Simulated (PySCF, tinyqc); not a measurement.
Worked calculation: RHF in the sto-6g basis, for H2O, spin multiplicity 1. The lowest restricted solution is unstable here: a spin-polarised one lies 0.0003 hartree lower (PySCF). One step of it, computed by the program tinyqc.

Problem. Iteration 1: diagonalisation and new density. Diagonalise F' = X^T F X, C = X C', fill 5 alpha and 5 beta electrons from the bottom; D = 2 C_occ C_occ^T. Each column has its largest component positive (the first on a tie).

Fock matrix F (hartree), lower triangle:
```
             1O 1s      1O 2s    1O 2px     1O 2py     1O 2pz      2H 1s      3H 1s
1O 1s   -19.028752
1O 2s    -4.672109  -1.595960
1O 2px    0.000000   0.000000  0.375566
1O 2py    0.000191   0.003340  0.000000   0.291159
1O 2pz   -0.008869  -0.132579  0.000000   0.001603   0.330753
2H 1s    -0.540909  -0.398044  0.000000  -0.135730  -0.126041  -0.075947
3H 1s    -0.572238  -0.415833  0.000000   0.140145  -0.129871  -0.099725  -0.077197
```

X, lower triangle:
```
            1O 1s      1O 2s    1O 2px     1O 2py     1O 2pz      2H 1s     3H 1s
1O 1s    1.021867
1O 2s   -0.127821   1.097913
1O 2px   0.000000   0.000000  1.000000
1O 2py   0.000216  -0.002436  0.000000   1.045340
1O 2pz  -0.004359   0.041038  0.000000  -0.001196   1.021857
2H 1s    0.014126  -0.159573  0.000000  -0.129421  -0.085613   1.070859
3H 1s    0.014658  -0.168204  0.000000   0.134438  -0.089632  -0.037276  1.076859
```

Give: F' = X^T F X; orbital energies; coefficients C; D after iteration 1.

Solution.

F' = X^T F X (hartree), lower triangle:
```
          1        2       3        4        5        6       7
1  -18.7055
2   -2.4486  -0.6943
3    0.0000   0.0000  0.3756
4    0.0005  -0.0007  0.0000   0.3951
5   -0.0120  -0.0603  0.0000  -0.0009   0.3811
6   -0.0553  -0.2189  0.0000  -0.2048  -0.1446   0.0778
7   -0.0619  -0.2310  0.0000   0.2124  -0.1511  -0.0357  0.0903
```

orbital energies (hartree): MO1 -19.0333, MO2 -0.5526, MO3 -0.0682, MO4 0.1243, MO5 0.3756, MO6 0.4907, MO7 0.5836

coefficients C:
```
            MO1      MO2      MO3      MO4     MO5      MO6      MO7
1O 1s    0.9960  -0.2185   0.0006  -0.1393  0.0000  -0.0411   0.0057
1O 2s    0.0173   0.8396  -0.0022   0.7044  0.0000   0.2727  -0.0376
1O 2px   0.0000   0.0000   0.0000   0.0000  1.0000   0.0000   0.0000
1O 2py  -0.0001  -0.0037   0.4039   0.0178  0.0000   0.0771   0.9789
1O 2pz   0.0014   0.1412   0.0013  -0.3736  0.0000   0.9469  -0.0715
2H 1s   -0.0027   0.2008   0.6068  -0.5657  0.0000  -0.4831  -0.4857
3H 1s   -0.0028   0.2071  -0.5768  -0.5757  0.0000  -0.4164   0.5790
```

D after iteration 1, lower triangle:
```
          1O 1s    1O 2s  1O 2px   1O 2py  1O 2pz   2H 1s   3H 1s
1O 1s    2.1185
1O 2s   -0.5289   2.4028
1O 2px   0.0000   0.0000  2.0000
1O 2py  -0.0029   0.0170  0.0000   0.3269
1O 2pz   0.0453  -0.2893  0.0000  -0.0133  0.3191
2H 1s    0.0653  -0.4626  0.0000   0.4685  0.4810  1.4572
3H 1s    0.0636  -0.4608  0.0000  -0.4879  0.4872  0.0346  1.4141
```
